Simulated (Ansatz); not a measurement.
Born–Oppenheimer molecular dynamics of AlCl2H (4 atoms, charge 0, multiplicity 1). It starts from a rough guess of a transition structure, not a stationary point.

These are results of Ansatz 0.2.0, UKS PBE0/6-31G, not measurements.

```yaml
ensemble: NVE (velocity Verlet)
time_step: 0.5 fs
steps_asked: 150
starting_velocities_drawn_for: 600 K
seed: 429187
```

First frame:

```xyz
4
Properties=species:S:1:pos:R:3
Al 0.554 0.259 0.750
Cl 0.039 -0.091 -1.780
H 0.503 -1.258 -0.551
Cl -1.095 1.090 1.582
```

Q: How far do the bonds stretch over the last three quarters of this one trajectory? (Pairs bonded in most of those frames.)

A: 
```tsv
bond	mean (Å)	spread (Å)	shortest	longest
Al1–Cl4	2.462	0.109	2.21	2.58
Cl2–H3	1.420	0.163	1.16	1.68
```

Mean temperature of the second half: 4464 K. The conserved energy stayed within 1.7 meV per atom of its start (net change 0.14 meV per atom), so the integration is sound. The system heated up, since it started high on the potential surface and ran downhill. A run of 0.075 ps of so small a system gives no equilibrium averages. The orbitals stay closed-shell, which can raise the energy where a bond breaks towards radicals; this wasn't checked here. Limits of this set-up: no polarisation functions.

The run took 4.9 min on 1 thread of Arm Neoverse V1 (shared host), peak memory 0.13 GiB.
